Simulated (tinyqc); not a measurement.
Inside a calculation (part 1 of 2). Method: LCCD on RHF in the sto-6g basis, frozen core, for NH3, spin multiplicity 1. Computed by tinyqc, a small Python program that keeps every step (integrals from PySCF). Settings: charge = 0, multiplicity = 1, basis = sto-6g, method = RHF, frozen orbitals = 1, energy threshold = 1e-10, iteration cap = 82, orthogonalisation = canonical, start = atomic densities, DIIS depth = 6, amplitude equations = LCCD, DIIS depth for amplitudes = 4, cap on updates = 79. Command: `OMP_NUM_THREADS=1 python tinyqc.py 23394 23395 out.jsonl` (the two numbers bound the seeds that draw the settings). One thread of a shared host (Intel(R) Xeon(R) Processor @ 2.60GHz), about 0.2 s of CPU time with the checks. The early iterations of the SCF are left out here.

## One-electron integrals

Geometry (angstrom):
```
atom          x          y         z
N      0.000000   0.000000  0.214000
H      1.085000   0.000000  0.000000
H     -0.542000   0.939000  0.000000
H     -0.542000  -0.939000  0.000000
```

Basis sto-6g: exponents (1/bohr^2) and contraction coefficients of normalised primitives:
```
element  l (shell)     exponent  coefficient
N            s (1)  1027.828458     0.009164
N            s (1)   188.451223     0.049361
N            s (1)    52.721861     0.168538
N            s (1)    18.111382     0.370563
N            s (1)     7.033180     0.416492
N            s (1)     2.896652     0.130334
N            s (2)    39.198808    -0.013253
N            s (2)     7.758467    -0.046992
N            s (2)     2.411326    -0.033785
N            s (2)     0.927724     0.250242
N            s (2)     0.402911     0.595117
N            s (2)     0.184684     0.240706
N            p (3)    39.198808     0.003760
N            p (3)     7.758467     0.037679
N            p (3)     2.411326     0.173897
N            p (3)     0.927724     0.418036
N            p (3)     0.402911     0.425860
N            p (3)     0.184684     0.101708
H            s (1)    35.523221     0.009164
H            s (1)     6.513144     0.049361
H            s (1)     1.822143     0.168538
H            s (1)     0.625955     0.370563
H            s (1)     0.243077     0.416492
H            s (1)     0.100112     0.130334
```

Overlap, kinetic and nuclear-attraction integrals over the contracted functions; the nuclear repulsion is the sum of Za Zb / Rab.

nuclear repulsion = 10.89849616 hartree

overlap S, lower triangle:
```
           1N 1s     1N 2s     1N 2px     1N 2py     1N 2pz     2H 1s     3H 1s     4H 1s
1N 1s   1.000000
1N 2s   0.229416  1.000000
1N 2px  0.000000  0.000000   1.000000
1N 2py  0.000000  0.000000   0.000000   1.000000
1N 2pz  0.000000  0.000000   0.000000   0.000000   1.000000
2H 1s   0.048587  0.439319   0.397918   0.000000  -0.078483  1.000000
3H 1s   0.048675  0.439780  -0.199062   0.344869  -0.078596  0.145342  1.000000
4H 1s   0.048675  0.439780  -0.199062  -0.344869  -0.078596  0.145342  0.145461  1.000000
```

kinetic energy T (hartree), lower triangle:
```
            1N 1s     1N 2s     1N 2px     1N 2py     1N 2pz      2H 1s      3H 1s     4H 1s
1N 1s   22.236411
1N 2s   -0.678745  0.632900
1N 2px   0.000000  0.000000   1.901294
1N 2py   0.000000  0.000000   0.000000   1.901294
1N 2pz   0.000000  0.000000   0.000000   0.000000   1.901294
2H 1s   -0.006869  0.087577   0.218550   0.000000  -0.043106   0.768522
3H 1s   -0.006857  0.087843  -0.109482   0.189675  -0.043227  -0.009946   0.768522
4H 1s   -0.006857  0.087843  -0.109482  -0.189675  -0.043227  -0.009946  -0.009936  0.768522
```

nuclear attraction V (hartree), lower triangle:
```
             1N 1s      1N 2s     1N 2px     1N 2py     1N 2pz      2H 1s      3H 1s      4H 1s
1N 1s   -48.109667
1N 2s    -4.976540  -8.242211
1N 2px    0.000017   0.000149  -8.289983
1N 2py    0.000000   0.000000   0.000000  -8.290180
1N 2pz    0.008161   0.091857  -0.000043   0.000000  -8.145535
2H 1s    -1.199067  -2.924295  -2.409924   0.000000   0.497581  -5.084517
3H 1s    -1.201263  -2.928083   1.205971  -2.089275   0.498434  -0.826009  -5.086717
4H 1s    -1.201263  -2.928083   1.205971   2.089275   0.498434  -0.826009  -0.826875  -5.086717
```

core Hamiltonian H = T + V (hartree), lower triangle:
```
             1N 1s      1N 2s     1N 2px     1N 2py     1N 2pz      2H 1s      3H 1s      4H 1s
1N 1s   -25.873256
1N 2s    -5.655285  -7.609311
1N 2px    0.000017   0.000149  -6.388689
1N 2py    0.000000   0.000000   0.000000  -6.388886
1N 2pz    0.008161   0.091857  -0.000043   0.000000  -6.244241
2H 1s    -1.205936  -2.836718  -2.191373   0.000000   0.454475  -4.315995
3H 1s    -1.208120  -2.840241   1.096489  -1.899601   0.455206  -0.835955  -4.318195
4H 1s    -1.208120  -2.840241   1.096489   1.899601   0.455206  -0.835955  -0.836810  -4.318195
```

## Two-electron integrals

Functions are numbered as in S; the eight-fold symmetry (ij|kl) = (ji|kl) = (kl|ij) leaves the list below.

Two-electron integrals (ij|kl) in chemists' order, unique and non-zero (hartree):
```
(11|11) 4.168742    (21|11) 0.583648    (21|21) 0.104114    (22|11) 0.968487
(22|21) 0.214450    (22|22) 0.708398    (31|31) 0.022075    (32|31) 0.033611
(32|32) 0.156576    (33|11) 0.968488    (33|21) 0.214450    (33|22) 0.708398
(33|33) 0.763241    (41|41) 0.022075    (42|41) 0.033611    (42|42) 0.156576
(43|43) 0.041133    (44|11) 0.968488    (44|21) 0.214450    (44|22) 0.708398
(44|33) 0.680975    (44|44) 0.763241    (51|51) 0.022075    (52|51) 0.033611
(52|52) 0.156576    (53|53) 0.041133    (54|54) 0.041133    (55|11) 0.968488
(55|21) 0.214450    (55|22) 0.708398    (55|33) 0.680975    (55|44) 0.680975
(55|55) 0.763241    (61|11) 0.131595    (61|21) 0.022510    (61|22) 0.045388
(61|31) 0.001239    (61|32) 0.002427    (61|33) 0.045625    (61|44) 0.045263
(61|51) -0.000244   (61|52) -0.000479   (61|53) -0.000071   (61|55) 0.045277
(61|61) 0.004979    (62|11) 0.320405    (62|21) 0.071927    (62|22) 0.262513
(62|31) 0.006336    (62|32) 0.046543    (62|33) 0.272503    (62|44) 0.257220
(62|51) -0.001250   (62|52) -0.009180   (62|53) -0.003014   (62|55) 0.257814
(62|61) 0.015774    (62|62) 0.124766    (63|11) 0.249767    (63|21) 0.056842
(63|22) 0.220573    (63|31) 0.012107    (63|32) 0.079875    (63|33) 0.241044
(63|44) 0.210099    (63|51) -0.000855   (63|52) -0.007173   (63|53) -0.004261
(63|55) 0.210577    (63|61) 0.013033    (63|62) 0.125925    (63|63) 0.141483
(64|41) 0.007775    (64|42) 0.043507    (64|43) 0.009340    (64|54) -0.001842
(64|64) 0.016360    (65|11) -0.049263   (65|21) -0.011211   (65|22) -0.043505
(65|31) -0.000855   (65|32) -0.007173   (65|33) -0.043858   (65|44) -0.041439
(65|51) 0.007943    (65|52) 0.044922    (65|53) 0.009817    (65|55) -0.045217
(65|61) -0.002571   (65|62) -0.024837   (65|63) -0.024679   (65|65) 0.021228
(66|11) 0.468363    (66|21) 0.107080    (66|22) 0.445537    (66|31) 0.011983
(66|32) 0.119239    (66|33) 0.484617    (66|44) 0.424834    (66|51) -0.002363
(66|52) -0.023518   (66|53) -0.011791   (66|55) 0.427159    (66|61) 0.023781
(66|62) 0.268965    (66|63) 0.304352    (66|65) -0.060029   (66|66) 0.774999
(71|11) 0.131835    (71|21) 0.022551    (71|22) 0.045470    (71|31) -0.000621
(71|32) -0.001215   (71|33) 0.045435    (71|41) 0.001075    (71|42) 0.002106
(71|43) -0.000157   (71|44) 0.045617    (71|51) -0.000245   (71|52) -0.000480
(71|53) 0.000036    (71|54) -0.000062   (71|55) 0.045359    (71|61) 0.004875
(71|62) 0.015022    (71|63) 0.011595    (71|64) 0.000478    (71|65) -0.002450
(71|66) 0.022253    (71|71) 0.004997    (72|11) 0.320829    (72|21) 0.072021
(72|22) 0.262837    (72|31) -0.003172   (72|32) -0.023291   (72|33) 0.261362
(72|41) 0.005495    (72|42) 0.040352    (72|43) -0.006623   (72|44) 0.269014
(72|51) -0.001252   (72|52) -0.009196   (72|53) 0.001509    (72|54) -0.002615
(72|55) 0.258135    (72|61) 0.015014    (72|62) 0.093475    (72|63) 0.073010
(72|64) 0.010751    (72|65) -0.018074   (72|66) 0.158989    (72|71) 0.015823
(72|72) 0.125047    (73|11) -0.124986   (73|21) -0.028444   (73|22) -0.110369
(73|31) 0.008871    (73|32) 0.052665    (73|33) -0.116010   (73|41) -0.001878
(73|42) -0.015759   (73|43) 0.010755    (73|44) -0.109730   (73|51) 0.000428
(73|52) 0.003591    (73|53) -0.002451   (73|54) 0.001049    (73|55) -0.105367
(73|61) -0.005378   (73|62) -0.027170   (73|63) -0.010455   (73|64) -0.002314
(73|65) 0.005145    (73|66) -0.036392   (73|71) -0.006534   (73|72) -0.063074
(73|73) 0.047724    (74|11) 0.216535    (74|21) 0.049279    (74|22) 0.191211
(74|31) -0.001878   (74|32) -0.015759   (74|33) 0.184787    (74|41) 0.011040
(74|42) 0.070871    (74|43) -0.009277   (74|44) 0.206301    (74|51) -0.000741
(74|52) -0.006222   (74|53) 0.001049    (74|54) -0.003663   (74|55) 0.182545
(74|61) 0.010272    (74|62) 0.068586    (74|63) 0.053232    (74|64) 0.018929
(74|65) -0.012996   (74|66) 0.117532    (74|71) 0.011320    (74|72) 0.109273
(74|73) -0.054263   (74|74) 0.110411    (75|11) -0.049349   (75|21) -0.011231
(75|22) -0.043577   (75|31) 0.000428    (75|32) 0.003591    (75|33) -0.042113
(75|41) -0.000741   (75|42) -0.006222   (75|43) 0.001049    (75|44) -0.043325
(75|51) 0.007956    (75|52) 0.044987    (75|53) -0.004914   (75|54) 0.008513
(75|55) -0.045294   (75|61) -0.002450   (75|62) -0.018080   (75|63) -0.013838
(75|64) -0.002041   (75|65) 0.015049    (75|66) -0.032988   (75|71) -0.002580
(75|72) -0.024904   (75|73) 0.012367    (75|74) -0.021425   (75|75) 0.021285
(76|11) 0.087560    (76|21) 0.019769    (76|22) 0.076068    (76|31) 0.000716
(76|32) 0.005835    (76|33) 0.076504    (76|41) 0.001239    (76|42) 0.010097
(76|43) 0.000396    (76|44) 0.076958    (76|51) -0.000565   (76|52) -0.004602
(76|53) -0.000572   (76|54) -0.000990   (76|55) 0.074741    (76|61) 0.004254
(76|62) 0.033559    (76|63) 0.031443    (76|64) 0.003553    (76|65) -0.007416
(76|66) 0.069865    (76|71) 0.004261    (76|72) 0.033592    (76|73) -0.012645
(76|74) 0.029027    (76|75) -0.007426   (76|76) 0.011009    (77|11) 0.468664
(77|21) 0.107147    (77|22) 0.445769    (77|31) -0.005997   (77|32) -0.059647
(77|33) 0.440002    (77|41) 0.010389    (77|42) 0.103337    (77|43) -0.025900
(77|44) 0.469923    (77|51) -0.002368   (77|52) -0.023551   (77|53) 0.005903
(77|54) -0.010226   (77|55) 0.427382    (77|61) 0.022226    (77|62) 0.158870
(77|63) 0.119938    (77|64) 0.027214    (77|65) -0.032956   (77|66) 0.280184
(77|71) 0.023840    (77|72) 0.269319    (77|73) -0.152306   (77|74) 0.263866
(77|75) -0.060136   (77|76) 0.069865    (77|77) 0.774999    (81|11) 0.131835
(81|21) 0.022551    (81|22) 0.045470    (81|31) -0.000621   (81|32) -0.001215
(81|33) 0.045435    (81|41) -0.001075   (81|42) -0.002106   (81|43) 0.000157
(81|44) 0.045617    (81|51) -0.000245   (81|52) -0.000480   (81|53) 0.000036
(81|54) 0.000062    (81|55) 0.045359    (81|61) 0.004875    (81|62) 0.015022
(81|63) 0.011595    (81|64) -0.000478   (81|65) -0.002450   (81|66) 0.022253
(81|71) 0.004884    (81|72) 0.015041    (81|73) -0.006216   (81|74) 0.009813
(81|75) -0.002454   (81|76) 0.004091    (81|77) 0.022266    (81|81) 0.004997
(82|11) 0.320829    (82|21) 0.072021    (82|22) 0.262837    (82|31) -0.003172
(82|32) -0.023291   (82|33) 0.261362    (82|41) -0.005495   (82|42) -0.040352
(82|43) 0.006623    (82|44) 0.269014    (82|51) -0.001252   (82|52) -0.009196
(82|53) 0.001509    (82|54) 0.002615    (82|55) 0.258135    (82|61) 0.015014
(82|62) 0.093475    (82|63) 0.073010    (82|64) -0.010751   (82|65) -0.018074
(82|66) 0.158989    (82|71) 0.015041    (82|72) 0.093586    (82|73) -0.045849
(82|74) 0.057901    (82|75) -0.018103   (82|76) 0.026297    (82|77) 0.159051
(82|81) 0.015823    (82|82) 0.125047    (83|11) -0.124986   (83|21) -0.028444
(83|22) -0.110369   (83|31) 0.008871    (83|32) 0.052665    (83|33) -0.116010
(83|41) 0.001878    (83|42) 0.015759    (83|43) -0.010755   (83|44) -0.109730
(83|51) 0.000428    (83|52) 0.003591    (83|53) -0.002451   (83|54) -0.001049
(83|55) -0.105367   (83|61) -0.005378   (83|62) -0.027170   (83|63) -0.010455
(83|64) 0.002314    (83|65) 0.005145    (83|66) -0.036392   (83|71) -0.006216
(83|72) -0.045849   (83|73) 0.033655    (83|74) -0.027792   (83|75) 0.008693
(83|76) -0.009776   (83|77) -0.083593   (83|81) -0.006534   (83|82) -0.063074
(83|83) 0.047724    (84|11) -0.216535   (84|21) -0.049279   (84|22) -0.191211
(84|31) 0.001878    (84|32) 0.015759    (84|33) -0.184787   (84|41) 0.011040
(84|42) 0.070871    (84|43) -0.009277   (84|44) -0.206301   (84|51) 0.000741
(84|52) 0.006222    (84|53) -0.001049   (84|54) -0.003663   (84|55) -0.182545
(84|61) -0.010272   (84|62) -0.068586   (84|63) -0.053232   (84|64) 0.018929
(84|65) 0.012996    (84|66) -0.117532   (84|71) -0.009813   (84|72) -0.057901
(84|73) 0.027792    (84|74) -0.025178   (84|75) 0.010973    (84|76) -0.016940
(84|77) -0.090327   (84|81) -0.011320   (84|82) -0.109273   (84|83) 0.054263
(84|84) 0.110411    (85|11) -0.049349   (85|21) -0.011231   (85|22) -0.043577
(85|31) 0.000428    (85|32) 0.003591    (85|33) -0.042113   (85|41) 0.000741
(85|42) 0.006222    (85|43) -0.001049   (85|44) -0.043325   (85|51) 0.007956
(85|52) 0.044987    (85|53) -0.004914   (85|54) -0.008513   (85|55) -0.045294
(85|61) -0.002450   (85|62) -0.018080   (85|63) -0.013838   (85|64) 0.002041
(85|65) 0.015049    (85|66) -0.032988   (85|71) -0.002454   (85|72) -0.018103
(85|73) 0.008693    (85|74) -0.010973   (85|75) 0.015070    (85|76) -0.005634
(85|77) -0.033005   (85|81) -0.002580   (85|82) -0.024904   (85|83) 0.012367
(85|84) 0.021425    (85|85) 0.021285    (86|11) 0.087560    (86|21) 0.019769
(86|22) 0.076068    (86|31) 0.000716    (86|32) 0.005835    (86|33) 0.076504
(86|41) -0.001239   (86|42) -0.010097   (86|43) -0.000396   (86|44) 0.076958
(86|51) -0.000565   (86|52) -0.004602   (86|53) -0.000572   (86|54) 0.000990
(86|55) 0.074741    (86|61) 0.004254    (86|62) 0.033559    (86|63) 0.031443
(86|64) -0.003553   (86|65) -0.007416   (86|66) 0.069865    (86|71) 0.004091
(86|72) 0.026297    (86|73) -0.009776   (86|74) 0.016940    (86|75) -0.005634
(86|76) 0.008856    (86|77) 0.044882    (86|81) 0.004261    (86|82) 0.033592
(86|83) -0.012645   (86|84) -0.029027   (86|85) -0.007426   (86|86) 0.011009
(87|11) 0.087655    (87|21) 0.019790    (87|22) 0.076144    (87|31) -0.001432
(87|32) -0.011670   (87|33) 0.077264    (87|44) 0.076352    (87|51) -0.000565
(87|52) -0.004608   (87|53) 0.001144    (87|55) 0.074817    (87|61) 0.004088
(87|62) 0.026292    (87|63) 0.019563    (87|65) -0.005632   (87|66) 0.044909
(87|71) 0.004266    (87|72) 0.033625    (87|73) -0.018827   (87|74) 0.025495
(87|75) -0.007434   (87|76) 0.008863    (87|77) 0.069933    (87|81) 0.004266
(87|82) 0.033625    (87|83) -0.018827   (87|84) -0.025495   (87|85) -0.007434
(87|86) 0.008863    (87|87) 0.011028    (88|11) 0.468664    (88|21) 0.107147
(88|22) 0.445769    (88|31) -0.005997   (88|32) -0.059647   (88|33) 0.440002
(88|41) -0.010389   (88|42) -0.103337   (88|43) 0.025900    (88|44) 0.469923
(88|51) -0.002368   (88|52) -0.023551   (88|53) 0.005903    (88|54) 0.010226
(88|55) 0.427382    (88|61) 0.022226    (88|62) 0.158870    (88|63) 0.119938
(88|64) -0.027214   (88|65) -0.032956   (88|66) 0.280184    (88|71) 0.022266
(88|72) 0.159051    (88|73) -0.083593   (88|74) 0.090327    (88|75) -0.033005
(88|76) 0.044882    (88|77) 0.280260    (88|81) 0.023840    (88|82) 0.269319
(88|83) -0.152306   (88|84) -0.263866   (88|85) -0.060136   (88|86) 0.069865
(88|87) 0.069933    (88|88) 0.774999
```

## Orthogonalisation

S = U s U^T; canonical form X = U s^(-1/2), so that X^T S X = 1. Each column of U has its largest component positive (the first on a tie).

eigenvalues of S: 0.335620  0.434158  0.434533  0.948426  1.029090  1.420165  1.420382  1.977627

X:
```
                1          2          3          4          5          6          7          8
1N 1s   -0.320677   0.000000  -0.000889   0.787824   0.568168   0.000082   0.000000   0.150215
1N 2s    1.314366   0.000000   0.002669  -0.092228   0.133045   0.000192   0.000000   0.446300
1N 2px  -0.002567   0.000000   0.990467   0.000120   0.000006   0.635589   0.000000  -0.000204
1N 2py   0.000000   0.990855   0.000000   0.000000   0.000000   0.000000   0.635561   0.000000
1N 2pz  -0.215083   0.000000  -0.000361  -0.609747   0.776935   0.000007   0.000000  -0.073452
2H 1s   -0.603678   0.000000  -0.939501  -0.133490  -0.095930   0.447543   0.000000   0.304464
3H 1s   -0.607649  -0.812870   0.467774  -0.133405  -0.095881  -0.223467   0.387362   0.304807
4H 1s   -0.607649   0.812870   0.467774  -0.133405  -0.095881  -0.223467  -0.387362   0.304807
```

## Iteration 8 (converged): orbitals

converged F (hartree), lower triangle:
```
             1N 1s      1N 2s     1N 2px     1N 2py     1N 2pz      2H 1s      3H 1s      4H 1s
1N 1s   -15.473671
1N 2s    -3.735310  -1.779127
1N 2px    0.000010   0.000192  -0.250398
1N 2py    0.000000   0.000000   0.000000  -0.250718
1N 2pz    0.014731   0.047282  -0.000064   0.000000  -0.301177
2H 1s    -0.796358  -0.744907  -0.426788   0.000000   0.107827  -0.421525
3H 1s    -0.797789  -0.745787   0.213483  -0.369820   0.107951  -0.214678  -0.422238
4H 1s    -0.797789  -0.745787   0.213483   0.369820   0.107951  -0.214678  -0.214929  -0.422238
```

Diagonalise F' = X^T F X, C = X C', fill 5 alpha and 5 beta electrons from the bottom; D = 2 C_occ C_occ^T. Each column has its largest component positive (the first on a tie).

F' = X^T F X (hartree), lower triangle:
```
           1         2         3          4          5          6          7          8
1   0.225181
2   0.000000  0.671351
3  -0.001635  0.000000  0.670763
4   1.300176  0.000000  0.004658  -8.742089
5   0.888264  0.000000  0.003316  -6.626209  -5.504377
6  -0.000120  0.000000  0.070891  -0.001307  -0.001054  -0.527428
7   0.000000  0.070895  0.000000   0.000000   0.000000   0.000000  -0.527674
8   0.111093  0.000000  0.000840  -3.331117  -2.634891  -0.000498   0.000000  -2.288273
```

orbital energies (hartree): MO1 -15.476586, MO2 -1.011239, MO3 -0.531851, MO4 -0.531608, MO5 -0.311465, MO6 0.489724, MO7 0.674949, MO8 0.675528

coefficients C:
```
              MO1        MO2        MO3        MO4        MO5        MO6        MO7        MO8
1N 1s    0.996259  -0.211886   0.000000  -0.000068  -0.047851  -0.170775   0.000344   0.000000
1N 2s    0.018129   0.768879   0.000000   0.000399   0.256459   1.138277  -0.002661   0.000000
1N 2px  -0.000004  -0.000199   0.000000   0.576192  -0.000107   0.001732   1.026160   0.000000
1N 2py   0.000000   0.000000   0.576179   0.000000   0.000000   0.000000   0.000000   1.026523
1N 2pz  -0.001797  -0.066619   0.000000   0.000120   0.962931  -0.308864   0.000682   0.000000
2H 1s   -0.003528   0.164572   0.000000   0.501902  -0.085262  -0.674414  -0.908844   0.000000
3H 1s   -0.003533   0.164848   0.434504  -0.250772  -0.085167  -0.672431   0.456502  -0.788678
4H 1s   -0.003533   0.164848  -0.434504  -0.250772  -0.085167  -0.672431   0.456502   0.788678
```

D after iteration 8, lower triangle:
```
            1N 1s     1N 2s     1N 2px     1N 2py     1N 2pz      2H 1s      3H 1s     4H 1s
1N 1s    2.079434
1N 2s   -0.314251  1.314550
1N 2px   0.000009  0.000099   0.663995
1N 2py   0.000000  0.000000   0.000000   0.663965
1N 2pz  -0.067504  0.391395  -0.000042   0.000000   1.863356
2H 1s   -0.068678  0.209613   0.578336   0.000000  -0.185998   0.572543
3H 1s   -0.068713  0.209485  -0.289033   0.500704  -0.186031  -0.182919   0.572242
4H 1s   -0.068713  0.209485  -0.289033  -0.500704  -0.186031  -0.182919  -0.182932  0.572242
```

## Convergence

Stop when the energy changes by less than 1e-10 hartree and every element of the error matrix X^T (F D S - S D F) X is below 3e-06.

Course of the cycle:
```
iteration   E (hartree)     change  largest element of the error matrix
1          -55.87179028          -                             1.37e+00
2          -55.93668954  -6.49e-02                             1.39e-01
3          -55.95357991  -1.69e-02                             2.42e-02
4          -55.95428620  -7.06e-04                             7.31e-03
5          -55.95438930  -1.03e-04                             7.57e-04
6          -55.95439042  -1.12e-06                             5.65e-05
7          -55.95439042  -2.77e-09                             5.45e-06
8          -55.95439042  -3.56e-11                             1.52e-07
```

PySCF RHF in the same basis = -55.95439042 hartree

Converged in 8 iterations.
